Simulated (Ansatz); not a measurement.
The first iterations of a band of CH5B (7 atoms, charge 0, multiplicity 1).

Theory: RKS PBE0/6-31G* in Ansatz 0.2.0.

* movable images: 5
* climbing image: yes
* spring: 5.0 eV/Å²
* optimiser: quadratic models (default)
* start path: through a guess of the saddle point
* force threshold: 0.5 eV/Å
* iteration limit: 60
* end points: relaxed

Image 0:

```xyz
7
Properties=species:S:1:pos:R:3
B 0.442 -0.012 0.041
C 0.810 -0.063 1.553
H -0.003 -0.378 2.216
H 1.723 -0.619 1.787
H 1.023 0.990 1.817
H 1.293 -0.091 -0.804
H -0.690 0.173 -0.315
```

Image 6:

```xyz
7
Properties=species:S:1:pos:R:3
B -0.145 -0.011 -1.236
C 1.171 -0.046 1.614
H 0.196 -0.440 1.912
H 1.962 -0.632 2.088
H 1.254 1.001 1.917
H 1.296 -0.120 0.522
H -1.135 0.248 -0.521
```

| iteration | highest image above the first end (eV) | largest band force component (eV/Å) |
| --- | --- | --- |
| 1 | 6.265 | 9.774 |
| 2 | 4.912 | 3.534 |

Does the band converge within its limit, and where does its top end?

The run converged. It ended after 8 iterations with the highest image 4.349 eV above the first end. The threshold of 0.5 eV/Å is loose, so the images may lie well off the minimum-energy path. Neighbouring images differ by up to 2.3 eV, so the band resolves the path poorly. The order of the point at the top wasn't checked. The orbitals stay closed-shell, which can raise the energy where a bond breaks towards radicals; this wasn't checked here.

The run took 36 s on 1 thread of Arm Neoverse V1, on a shared host, peak memory 0.084 GiB.
